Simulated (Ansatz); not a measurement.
**C3H4: ionisation energy by level of theory**

One table from this session's results is given with a row withheld; the runs are named, their logs left out.

Computed with Ansatz 0.2.0, Gaussian basis. Level: unrestricted cation, the program's frozen cores in correlated methods.

Levels to be run: UKS PBE-D4/def2-TZVPP; UKS r2SCAN-D4/def2-TZVPP; UKS PBE0-D4/def2-TZVPP; UKS B3LYP-D4/def2-TZVPP; UKS wB97X-V/def2-TZVPP; UKS wB97M-V/def2-TZVPP; UKS B2PLYP/def2-TZVPP; UHF-CCSD(T)/def2-TZVPP; UHF-MP2/def2-QZVPP; extrapolation to the limit; then −ε(HOMO) from the neutral's earlier runs with LDA (SPW92), PBE-D4, revPBE-D4, BLYP-D4, r2SCAN-D4, B97M-V, PBE0-D4, B3LYP-D4, r2SCANh-D4, r2SCAN0-D4, HSE06-D4, BHLYP-D4, CAM-B3LYP-D4, LC-ωPBE, ωB97X-V, ωB97M-V.

**Structure used throughout**

All runs share one geometry, relaxed beforehand with PBE0-D4 in a triple-zeta def2 set.

SMILES `C#CC`, 7 atoms, charge 0, spin multiplicity 1.

Atoms are counted from 1 here; the program's logs count them from 0.

Bond lengths: C1–C2 1.200 Å, C1–H4 1.064 Å, C2–C3 1.449 Å, C3–H5 1.093 Å, C3–H6 1.093 Å, C3–H7 1.093 Å. Angles: C2–C1–H4 180.0°, C1–C2–C3 180.0°, C2–C3–H5 110.9°, C2–C3–H6 110.9°, C2–C3–H7 110.9°, H5–C3–H6 108.0°, H5–C3–H7 108.0°, H6–C3–H7 108.0°.

Geometry (Å):

```
C    -1.3387   -0.6795   -0.7979
C    -0.3878   -0.2068   -0.2394
C     0.7610    0.3642    0.4353
H    -2.1819   -1.0987   -1.2932
H     1.2680    1.0895   -0.2054
H     0.4594    0.8757    1.3523
H     1.4813   -0.4125    0.7026
```

The first run:

in.yaml

```yaml
crystal:
  periodic: [false, false, false]
  atoms:
    - {symbol: C, position_ang: [-1.338730, -0.679538, -0.797920]}
    - {symbol: C, position_ang: [-0.387756, -0.206806, -0.239357]}
    - {symbol: C, position_ang: [0.760967, 0.364169, 0.435282]}
    - {symbol: H, position_ang: [-2.181948, -1.098679, -1.293233]}
    - {symbol: H, position_ang: [1.267987, 1.089453, -0.205408]}
    - {symbol: H, position_ang: [0.459403, 0.875738, 1.352314]}
    - {symbol: H, position_ang: [1.481278, -0.412537, 0.702622]}
basis:
  gaussian: {orbitals: def2-TZVPP}
total_charge: 1
magnetization: {spin_polarized: true, initial_magnetization: 1}
hamiltonian: {xc: pbe, dispersion: d4}
```

Launch:

```
$ ansatz run in.yaml --threads 4 --pin off --events-out ev --progress --plain --max-ram 10444MiB
```

Among the steps run: Cation, UKS PBE-D4/def2-TZVPP; Cation, UKS r2SCAN-D4/def2-TZVPP; Cation, UKS PBE0-D4/def2-TZVPP; Cation, UKS B3LYP-D4/def2-TZVPP; Cation, UKS wB97X-V/def2-TZVPP; Cation, UKS wB97M-V/def2-TZVPP; Cation, UKS B2PLYP (frozen core)/def2-TZVPP; Cation, UHF-CCSD(T)/def2-TZVPP; Cation, UHF-MP2/def2-QZVPP.

One table of the session follows, with a row left open; its other results are not shown here.

It belongs to the step «Ionisation energies side by side». For comparison, −ε(HOMO) of the neutral from earlier runs:

| functional | −ε(HOMO) (eV) |
| --- | --- |
| LDA (SPW92) | 6.64 |
| PBE-D4 | 6.49 |
| revPBE-D4 | 6.43 |
| BLYP-D4 | 6.34 |
| r2SCAN-D4 | 6.70 |
| B97M-V | 6.69 |
| PBE0-D4 | 7.72 |
| B3LYP-D4 | 7.49 |
| r2SCANh-D4 | 7.17 |
| r2SCAN0-D4 | 7.87 |
| HSE06-D4 | 7.31 |
| BHLYP-D4 | 8.81 |
| CAM-B3LYP-D4 | ? |
| LC-ωPBE | 10.55 |
| ωB97X-V | 10.13 |
| ωB97M-V | 10.01 |

Estimate the missing values for CAM-B3LYP-D4.

**Answer.** −ε(HOMO) (eV): 9.10. In the column «−ε(HOMO) (eV)» it lies between BHLYP-D4 (8.81) and ωB97M-V (10.01).

Caveats from the session: The cation may have settled in a state other than its lowest; no search over hole states beyond the program's own was made.
